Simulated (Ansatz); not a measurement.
A search over several starts for the lowest SCF solution of CH5ClSi⁺, that is SiH2MeCl with one electron fewer at the given spin, in a small basis.

```yaml
crystal:
  periodic: [false, false, false]
  atoms:
    - {symbol: Si, position_ang: [0.451177, -0.646953, 0.326995]}
    - {symbol: H, position_ang: [0.435320, -0.699004, 1.808525]}
    - {symbol: H, position_ang: [1.853003, -0.702536, -0.152226]}
    - {symbol: C, position_ang: [-0.425422, 0.861668, -0.309054]}
    - {symbol: H, position_ang: [0.066826, 1.765743, 0.060378]}
    - {symbol: H, position_ang: [-1.465087, 0.878395, 0.024347]}
    - {symbol: H, position_ang: [-0.414765, 0.888611, -1.400598]}
    - {symbol: Cl, position_ang: [-0.501051, -2.345935, -0.358367]}
basis:
  gaussian: {orbitals: def2-SVP}
total_charge: 1
magnetization: {spin_polarized: true, initial_magnetization: 1}
hamiltonian: {xc: pbe0, dispersion: d4}
output: {orbitals: {seedname: orbitals}}
```

```sh
$ ansatz run in.yaml --threads 4 --pin off --events-out ev --progress --plain --max-ram 3916MiB
```

Shortened log:

```
Functional definition: PBE0
730 factors; integrals over basis functions are off by at most 1.3e-3 eV
mean field evaluation 1: about -21485.7745 eV, gradient 3.9e1 eV
mean field evaluation 2: about -21476.3133 eV, gradient 5.0e1 eV
mean field evaluation 4: about -21492.8105 eV, gradient 7.2e0 eV
mean field evaluation 8: about -21493.2558 eV, gradient 5.0e-1 eV
mean field evaluation 16: about -21493.2581 eV, gradient 1.9e-3 eV
mean field evaluation 32: about -21493.3661 eV, gradient 3.8e-3 eV
mean field -21493.36609747 eV, -789.8666353551 hartree, gradient 3.3e-6 eV, S^2 0.756092; 3 other end points of the search recorded, 0 dependent functions left out
reference -21493.36611889 eV, -789.8666361424 hartree; 21, 20 occupied and 54, 55 virtual orbitals, 730 factors
Total energy: -21493.46721864 eV, -789.8703514896 hartree
```

Hardware: 4 threads of Arm Neoverse V2 on a shared host. Wall time 3.7 s.
